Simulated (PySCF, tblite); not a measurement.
Isomers of C5H6F (doublet state), one GFN2-xTB conformer each. Single-point energies are computed at B3LYP/pcH-1 (PySCF, gas phase, no added dispersion term), electronic only. GFN2-xTB treats the open shell by occupation alone, and not every SCF solution was tested for stability.

| SMILES | GFN2-xTB relative energy (kJ/mol) |
| --- | --- |
| FC=C1C[CH]C1 | 49.3 |
| C=[C]/C=C(\C)F | 26.6 |
| CC1=C(F)[CH]C1 | 0.0 |
| CCC#C[CH]F | 38.9 |
| C[C@]1(F)[C]=CC1 | 114.3 |
| FC[C@@H]1C=[C]C1 | 126.3 |
| F[C]=C1CCC1 | 67.1 |

Conformers: `[F:1][CH2:2][C@@H:3]1[CH:4]=[C:5][CH2:6]1` (doublet state) with F1–C2–C3–C4 172°.

Question: What does B3LYP/pcH-1 give for the same structures?

Answer: 
```json
{"SMILES": "C=[C]/C=C(\\C)F", "B3LYP/pcH-1 E (Eh)": "-293.90809", "B3LYP/pcH-1 (kJ/mol)": "0.0", "GFN2-xTB (kJ/mol)": "26.6", "point group": "Cs"}
{"SMILES": "CC1=C(F)[CH]C1", "B3LYP/pcH-1 E (Eh)": "-293.90221", "B3LYP/pcH-1 (kJ/mol)": "15.5", "GFN2-xTB (kJ/mol)": "0.0", "point group": "Cs"}
{"SMILES": "CCC#C[CH]F", "B3LYP/pcH-1 E (Eh)": "-293.89595", "B3LYP/pcH-1 (kJ/mol)": "31.9", "GFN2-xTB (kJ/mol)": "38.9", "point group": "C1"}
{"SMILES": "FC=C1C[CH]C1", "B3LYP/pcH-1 E (Eh)": "-293.88020", "B3LYP/pcH-1 (kJ/mol)": "73.2", "GFN2-xTB (kJ/mol)": "49.3", "point group": "Cs"}
{"SMILES": "C[C@]1(F)[C]=CC1", "B3LYP/pcH-1 E (Eh)": "-293.86284", "B3LYP/pcH-1 (kJ/mol)": "118.8", "GFN2-xTB (kJ/mol)": "114.3", "point group": "–"}
{"SMILES": "F[C]=C1CCC1", "B3LYP/pcH-1 E (Eh)": "-293.86199", "B3LYP/pcH-1 (kJ/mol)": "121.0", "GFN2-xTB (kJ/mol)": "67.1", "point group": "Cs"}
{"SMILES": "FC[C@@H]1C=[C]C1", "B3LYP/pcH-1 E (Eh)": "-293.85522", "B3LYP/pcH-1 (kJ/mol)": "138.8", "GFN2-xTB (kJ/mol)": "126.3", "point group": "C1"}
```

GFN2-xTB puts CC1=C(F)[CH]C1 lowest instead; measured from each level's own lowest isomer, the values differ by up to 53.9 kJ/mol (F[C]=C1CCC1: 67.1 against 121.0). As drawn, the highest has a four-membered ring, which the lowest lacks. Neighbours under 21 kJ/mol apart (C=[C]/C=C(\C)F and CC1=C(F)[CH]C1; CC1=C(F)[CH]C1 and CCC#C[CH]F; C[C@]1(F)[C]=CC1 and F[C]=C1CCC1; F[C]=C1CCC1 and FC[C@@H]1C=[C]C1) can change places with a better method, another conformer or zero-point energy.

Question: What happens when harmonic zero-point energies from GFN2-xTB frequencies are added?

Answer: 
```csv
SMILES,ZPE (kJ/mol),electronic (kJ/mol),with ZPE (kJ/mol)
C=[C]/C=C(\C)F,232.3,0.0,0.0
CC1=C(F)[CH]C1,240.0,15.5,23.2
CCC#C[CH]F,236.2,31.9,35.8
FC=C1C[CH]C1,235.8,73.2,76.8
C[C@]1(F)[C]=CC1,241.9,118.8,128.5
F[C]=C1CCC1,245.2,121.0,134.0
FC[C@@H]1C=[C]C1,243.3,138.8,149.8
```

The zero-point energies span 12.9 kJ/mol. The order is unchanged.
